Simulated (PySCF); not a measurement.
C₃H₅FO.
SMILES with atom numbers: `[CH3:1][C@@:2]1([F:3])[CH2:4][O:5]1` (hydrogens: H6, H7, H8 on C1; H9, H10 on C4)

The closed-shell ground state was solved at several levels (PySCF, density fitting, gas phase, non-relativistic). Geometry: PBE0-D3(BJ)/def2-SVP; no solvent, vibrations or thermal averaging.

```tsv
level	basis functions	HOMO (eV)	LUMO (eV)	gap (eV)	dipole (D)
HF/pcSseg-2	250	-12.21	2.66	14.87	2.68
PBE0/pcSseg-1	110	-8.47	1.59	10.06	2.39
CAM-B3LYP/def2-SVPD	146	-10.11	1.31	11.42	2.49
```

(1) What might B3LYP/pcJ-1 (185 basis functions) give for the same quantities?

(2) Over all these levels, which gives the widest orbital gap and which the narrowest?

(3) How far do the dipole and the HOMO energy spread over the levels?

## Answers

(1) HOMO -8.19 eV, LUMO 1.26 eV, gap 9.45 eV, dipole 2.38 D.

(2) HF/pcSseg-2 (Hartree–Fock, all exact exchange) has the widest, 14.87 eV, and B3LYP/pcJ-1 (global hybrid, 20 % exact exchange) the narrowest, 9.45 eV. Functional and basis both differ between the two, so the spread mixes both effects. The HOMO need not be the same orbital at Hartree–Fock and at DFT levels.

(3) The dipole runs from 2.38 to 2.68 D (mean 2.48 D) and the HOMO from -12.21 to -8.19 eV.
